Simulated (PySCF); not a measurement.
Species: 1,2-dimethylhydrazine, C2H8N2.
InChI=1S/C2H8N2/c1-3-4-2/h3-4H,1-2H3

Torsions of this conformer, `[CH3:1][NH:2][NH:3][CH3:4]`: C1–N2–N3–C4 157°.

The closed-shell ground state was solved at several levels (PySCF, density fitting, gas phase, non-relativistic). Geometry: PBE0-D3(BJ)/def2-SVP, one conformer, isolated molecule.

| level | basis functions | total energy (Eh) | HOMO (eV) | LUMO (eV) | gap (eV) | dipole (D) |
| --- | --- | --- | --- | --- | --- | --- |
| B97-2/pcSseg-2 | 256 | -190.4881 | -6.04 | 0.55 | 6.59 | 1.61 |
| CAM-B3LYP/def2-SVPD | 144 | -190.2580 | -7.71 | 1.39 | 9.10 | 1.65 |
| B3LYP/pcJ-1 | 188 | -190.4978 | -5.95 | 1.07 | 7.02 | 1.69 |

Task: What might PBE0/pcSseg-1 (108 basis functions) give for the same quantities?

Result: Total energy -190.2311 Eh, HOMO -6.18 eV, LUMO 1.39 eV, gap 7.57 eV, dipole 1.70 D.

Task: Over all these levels, which gives the widest orbital gap and which the narrowest?

Result: CAM-B3LYP/def2-SVPD (range-separated hybrid) has the widest, 9.10 eV, and B97-2/pcSseg-2 (global hybrid, 21 % exact exchange) the narrowest, 6.59 eV. Functional and basis both differ between the two, so the spread mixes both effects.

Task: How far do the dipole and the HOMO energy spread over the levels?

Result: The dipole runs from 1.61 to 1.70 D (mean 1.66 D) and the HOMO from -7.71 to -5.95 eV.
